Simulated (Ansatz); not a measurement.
CH₃NSi⁺, that is Si(CN)H3 with one electron fewer. The state is a doublet with charge 1. Geometry PBE0-D4/def2-TZVP, that of the neutral singlet; atoms count from 1.

```csv
atom,x (Å),y (Å),z (Å)
Si1,-0.540,-0.141,-0.178
C2,1.164,0.302,0.385
N3,2.226,0.583,0.732
H4,-1.058,0.998,-0.966
H5,-1.360,-0.378,1.030
H6,-0.432,-1.363,-1.004
```

(1) Estimate the Mulliken populations from the PBE0/def2-TZVP orbitals of Ansatz.

(2) Where does the spin sit?

(3) And the Mayer bond orders between heavy atoms (over 0.3)?

## Answers

(1) 
```json
{"atom": "Si1", "charge (e)": "0.27", "spin (α − β)": "0.06"}
{"atom": "C2", "charge (e)": "0.05", "spin (α − β)": "0.16"}
{"atom": "N3", "charge (e)": "0.20", "spin (α − β)": "0.45"}
{"atom": "H4", "charge (e)": "0.20", "spin (α − β)": "0.21"}
{"atom": "H5", "charge (e)": "0.14", "spin (α − β)": "0.06"}
{"atom": "H6", "charge (e)": "0.14", "spin (α − β)": "0.06"}
```
Mulliken values depend strongly on the basis.

(2) Summed by element: Si 0.06, C 0.16, N 0.45, H 0.32, of 1 unpaired in all. Largest on single atoms: N3 0.45, H4 0.21, C2 0.16.

(3) Si1–C2 1.01 (1.85 Å); C2–N3 2.42 (1.15 Å).
